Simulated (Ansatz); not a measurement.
## Potassium, bcc: convergence with Gaussian smearing

Computed with Ansatz, r²SCAN, scalar-relativistic PAW, on the relaxed cell (a = 5.340 Å; spin not included). Errors count from a run at 500 eV on a Γ-centred 14×14×14 mesh with Fermi-Dirac smearing of 0.1 eV, extrapolated to zero width. Fixed here: cutoff 500 eV, mesh 8×8×8. The SCF starts from atomic densities corrected by a trained network.

```tsv
width (eV)	E(σ→0) error (meV/atom)	F error (meV/atom)	P (GPa)	SCF iterations
0.01	7.5	7.4	0.02	6
0.03	7.3	6.8	0.02	6
0.1	6.8	3.9	0.02	6
0.2	5.6	-3.8	0.03	6
0.3	3.9	-14.7	0.03	6
0.6	0.6	-66.4	0.07	6
1.0	-1.1	-184.5	0.17	6
```
